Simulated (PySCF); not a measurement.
Converging LiC⁺ in the basis (CCSD(T))

PySCF, UHF reference; triplet, unpaired electrons σ ↑, π ↑; De to Li⁺ + C without counterpoise correction. Frozen cores follow the default of each basis and core potential.

```json
{"basis": "STO-3G", "relativity": "no relativity", "functions": "10", "Re (Å)": "2.155", "ωe (cm⁻¹)": "505", "De (eV)": "1.63", "frozen orbitals": "1"}
{"basis": "def2-SVPD", "relativity": "no relativity", "functions": "32", "Re (Å)": "2.357", "ωe (cm⁻¹)": "302", "De (eV)": "0.45", "frozen orbitals": "1"}
{"basis": "aug-pcseg-1", "relativity": "no relativity", "functions": "36", "Re (Å)": "2.416", "ωe (cm⁻¹)": "278", "De (eV)": "0.41", "frozen orbitals": "1"}
```

Question: How does each smaller set differ from the one with most functions, aug-pcseg-1?

Answer: STO-3G: -26.1 pm, +81.7 % in ωe, +1.22 eV in De; def2-SVPD: -5.9 pm, +8.6 % in ωe, +0.04 eV in De. All at CCSD(T); the set with most functions is neither the basis-set limit nor always the best.

Correlated steps freeze 1 core orbital. Correlated levels converge slowly with the basis: in double zeta they bind strong bonds too weakly, by up to about 1 eV, and carry superposition errors of some tenths. For an ion De counts to the pair picked by the measured ionisation energies or electron affinities, which need not be the lowest pair at this level. STO-3G is very small, so such numbers show the basis as much as the molecule. The state is the lowest determinant that a PBE0 search found; another state may lie lower at other levels.
